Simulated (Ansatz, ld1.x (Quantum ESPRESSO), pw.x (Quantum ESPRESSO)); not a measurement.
What a changed setting does to a pw.x run (fcc H)

Potential: norm-conserving Troullier–Martins (Kleinman–Bylander form), ld1.x (Quantum ESPRESSO) 7.5, PBEsol; core none, reference 1s1; waves: 2p channel at 0.2 Ry: rc 1.60 bohr; 1s (bound): rc 1.44 bohr; local part: the s channel; core correction: none.

The reference run (k-mesh 18³, cutoffs 40/160 Ry, Fermi–Dirac 0.01 Ry, mixing_beta 0.4, conv_thr 1e-9, no spin) gives 1.59 GPa at 2.917 Å³/atom, where all-electron LAPW gives -0.10 GPa. This run, with its own iteration cap, changes degauss to 0, a wrong or extreme entry chosen on purpose.

```
&control
  calculation='scf', prefix='x', pseudo_dir='./', outdir='./tmp', tstress=.true., disk_io='none'
/
&system
  ibrav=0, nat=1, ntyp=1, ecutwfc=40, ecutrho=160, nbnd=7,
  occupations='smearing', smearing='fd', degauss=0
/
&electrons
  conv_thr=1e-09, mixing_beta=0.4, electron_maxstep=70
/
ATOMIC_SPECIES
H 1.0 H.UPF
CELL_PARAMETERS angstrom
  0.00000000 1.13405855 1.13405855
  1.13405855 0.00000000 1.13405855
  1.13405855 1.13405855 0.00000000
ATOMIC_POSITIONS crystal
H 0.0000 0.0000 0.0000
K_POINTS automatic
18 18 18 0 0 0
```

```bash
pw.x < H.scf.in > H.scf.out
```

Question: How does the run end?

Answer: It stops with "set_occupations: smearing requires a value for gaussian broadening (degauss)".

```
Error in routine  set_occupations (1):
      smearing requires a value for gaussian broadening (degauss)
```
